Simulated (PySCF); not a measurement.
## How far each method lies from RCCSDT(Q) for SCO, singlet

Geometry: MP2(full)/6-31G*, from the G2/97 set.

```
atom   x (Å)   y (Å)    z (Å)
   O  0.0000  0.0000  -1.3076
   C  0.0000  0.0000  -0.1288
   S  0.0000  0.0000   1.4364
```

Basis 6-31G* (Cartesian d functions); PySCF 2.14.0. Correlated methods freeze the noble-gas cores, which leaves 16 electrons in 42 orbitals. Prefix R: restricted or restricted open-shell reference.

Full CI isn't at hand for all of this; RCCSDT(Q) serves as the reference, and is uncertain by the last step of the cluster series or more.

```
T1 diagnostic (ROHF- or RHF-based CCSD)             : 0.0215
largest doubles amplitude (ROHF- or RHF-based CCSD) : 0.069
```

| level | E − E(RCCSDT(Q)) (kJ/mol) | share of correlation (%) | wall time |
| --- | --- | --- | --- |
| RHF | 1200.4 | 0.00 | – |
| RMP2 | 72.3 | 93.97 | – |
| RCCSD | 61.6 | 94.86 | – |
| RCCSD(T) | 6.9 | 99.42 | 1.2 s |
| RCCSDT | 5.3 | 99.56 | – |

The correlation energy at RCCSDT(Q), counted from RHF, is -12.441 eV. That run took 4.6 min on 1 thread of Arm Neoverse V2, shared host.

Times are those of the correlated step on a shared host, with one SCF added for the restricted CCSD run; they ran on 1 thread of Arm Neoverse V2.

Atomization energy (electronic, same basis, no zero-point term; atoms at the same level, unrestricted beside the R rows where the molecule is a closed shell; the atoms' step beyond CCSDT comes from their full CI) at RCCSDT(Q): 1288.0 kJ/mol. Errors of other levels:

```json
{"level": "RHF", "error (kJ/mol)": "-460.6"}
{"level": "RMP2", "error (kJ/mol)": "75.0"}
{"level": "RCCSD", "error (kJ/mol)": "-51.1"}
{"level": "RCCSD(T)", "error (kJ/mol)": "-4.6"}
{"level": "RCCSDT", "error (kJ/mol)": "-4.9"}
```

This basis is far from its limit, so the value isn't to be set against a measured one.
